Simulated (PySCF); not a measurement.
Coordinates in bohr (charge 0 multiplicity 1):
```
Si   -0.2519    0.0000   -0.0043
N    -3.1948    0.0000   -0.0540
F     2.7258    0.0000    0.0461
```

These are results of PySCF, PBE0, basis Si def2-TZVP, N def2-TZVP, F def2-TZVP (no relativity, density fitting), not measurements.

This geometry of FSiN is a stationary point at this level.

Problem. What is the point group?

Solution. C∞v.

Problem. Is it a minimum?

Solution. Yes: all harmonic wavenumbers are real.

Problem. Give the atomic charges and bond orders.

Solution. 
| atom | Mulliken | Löwdin | polar tensor | Mayer order to Si1 |
| --- | --- | --- | --- | --- |
| Si1 | 0.54 | 0.23 | 0.69 | – |
| N2 | -0.33 | -0.28 | -0.30 | 2.99 |
| F3 | -0.21 | 0.06 | -0.39 | 1.18 |

Problem. Give the ideal-gas entropy at 298.15 K and 1 bar by parts.

Solution. translation 160.1, rotation 65.6, vibration 24.6, spin 0.0; total 250.4 J/(mol K).

Other isomers or separated fragments may lie lower.
